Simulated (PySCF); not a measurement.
Propionitrile, C3H5N.
SMILES with atom numbers: `[CH3:1][CH2:2][C:3]#[N:4]` (hydrogens: H5, H6, H7 on C1; H8, H9 on C2)

The geometry is computed with GFN2-xTB (gas phase).

**Question.** Give the optimised bond lengths and angles.

**Answer.** 
| bond | length (Å) |
| --- | --- |
| C1–C2 | 1.530 |
| C2–C3 | 1.441 |
| C3≡N4 | 1.143 |
| C1–H5, C1–H6, C1–H7 | 1.088 |
| C2–H8, C2–H9 | 1.094 |

Bonds in one row agree within 0.01 Å and their mean is given. A selection of angles:
| angle | degrees |
| --- | --- |
| C2–C1–H5 | 110.5 |
| C2–C1–H6 | 110.5 |
| H5–C1–H6 | 108.5 |
| H5–C1–H7 | 108.7 |
| C1–C2–C3 | 110.9 |
| C1–C2–H8 | 110.5 |
| C3–C2–H8 | 108.3 |
| H8–C2–H9 | 108.4 |
| C2–C3–N4 | 179.3 |

The C–C distances run from 1.441 Å (C2–C3, drawn single) to 1.530 Å (C1–C2, drawn single), a spread of 0.089 Å. The 4 heavy atoms lie in one plane (0.000 Å rms).

Point group: Cs (tolerance 0.08 Å). No GFN2-xTB frequencies stand behind this structure, so it isn't proved a minimum.
